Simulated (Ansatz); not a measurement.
For bcc V, revPBE (Ansatz, a program for electronic structure, PAW) gives:

```
Property                  Result
------------------  ------------
lattice constant a       3.014 Å
bulk modulus B0          175 GPa
cohesive energy     4.90 eV/atom
```

### Question
What does r²SCAN (plane waves, PAW; Ansatz) give for the same quantities?

### Answer

- lattice constant a: 2.982 Å (drops by 1.1 %)
- bulk modulus: 194 GPa (goes up by 11 %)
- cohesive energy: 4.67 eV/atom (shrinks by 0.23 eV/atom)

For comparison: lattice constant a 3.021 Å (measured, static lattice: zero-point anharmonic expansion removed; as tabulated in Mejia-Rodriguez and Trickey (2018), arXiv:1807.09216); bulk modulus 161 GPa (measured, corrected for temperature and zero-point phonon effects, our sources range from 159 to 166; as tabulated in Levämäki et al. (2014), arXiv:1402.3671); cohesive energy 5.34 eV/atom (measured, finite-temperature (and zero-point) corrections as in the cited sets; as tabulated in Jana et al. (2018), arXiv:1807.00350).

Changes are worked out from the printed values.

Unless a cell is named, each level is at its own relaxed cell (revPBE 13.69, r²SCAN 13.27 Å³/atom).

The crystal itself was run without spin with revPBE, r²SCAN; a magnetic state was not tried in these runs.

Ansatz's density-functional and Hartree–Fock values are scalar-relativistic unless marked +SOC, with PAW data made under PBE.
